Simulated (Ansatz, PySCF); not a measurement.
For rock-salt NaI, PBE (Ansatz, a program for electronic structure, plane waves, PAW) gives:

```
Item                              Result
------------------------------  --------
equilibrium lattice constant a   6.530 Å
bulk modulus B0                 15.1 GPa
```

What does MP2 in PySCF (GTH pseudopotentials, Gaussian basis) give for the same quantities?


- lattice constant a: 6.369 Å (shrinks by 2.5 %)
- bulk modulus: 18.9 GPa (goes up by 25 %)

For comparison: lattice constant a 6.409 Å (measured, low temperature, zero-point motion not removed; as tabulated in Doll and Stoll (1998), arXiv:cond-mat/9801031); bulk modulus 17.9 GPa (measured, 4 K, zero-point motion not removed; as tabulated in Doll and Stoll (1998), arXiv:cond-mat/9801031).

Changes are worked out from the printed values.

Unless a cell is named, each level is at its own relaxed cell (PBE 34.80, MP2 32.29 Å³/atom).

Ansatz's density-functional and Hartree–Fock values are scalar-relativistic unless marked +SOC, with PAW data made under PBE.
